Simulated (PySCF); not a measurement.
Which basis set comes closest?

Molecule: SMILES c1cc[pH]c1, C$_{4}$H$_{5}$P.

Geometry (Å), atoms numbered from 1 in this order:
```xyz
10

C    -0.3008   -1.0003    0.3973
C     1.0547   -0.5743    0.0909
C     1.1617    0.7339   -0.2548
P    -0.4808    1.4611   -0.4224
C    -1.2312   -0.0180    0.2877
H    -0.5357   -2.0282    0.6876
H     1.9046   -1.2610    0.1362
H     2.0911    1.2343   -0.5313
H    -0.5116    2.3582    0.6874
H    -2.3004   -0.1461    0.4633
```

Geometry PBE0-D3(BJ)/def2-SVP throughout; GIAO in PySCF 2.14.0 with density-fitted response routines, gas phase, one conformer, non-relativistic; equivalent atoms averaged; functional PBE0.

Reference values (measured; solution, THF; Yu. Yu. Rusakov, I. L. Rusakova, Phys. Chem. Chem. Phys. 2023, supporting information (pecS-n basis sets for 31P)): δ(P4) = -49.2 ppm vs 85 % H3PO4. Computed shifts are taken against H3PO4, calculated as an isolated molecule at each level.

Problem. How do the basis sets pcSseg-0, cc-pVDZ, aug-cc-pVDZ, cc-pVTZ, IGLO-III perform against the reference? Times are CPU seconds on 1 thread of an Arm Neoverse V2, shared host.

Solution. 
```
  basis set  functions      P4  abs. error P  core-s
   pcSseg-0         59  -127.2          78.0     2.9
    cc-pVDZ         99   -52.8           3.6     5.2
aug-cc-pVDZ        164   -70.9          21.7     9.8
    cc-pVTZ        224   -71.2          22.0      16
   IGLO-III        234   -65.1          15.9      16
```

For 31P the closest is cc-pVDZ (3.6 ppm) and the furthest pcSseg-0 (78.0 ppm). Where a smaller basis beats a larger one, errors probably cancel. One molecule is a small sample, and vibrational and solvent effects are absent from the calculation.

A small basis that lands close on one nucleus may do so by chance; judge by the trend and by all nuclei.
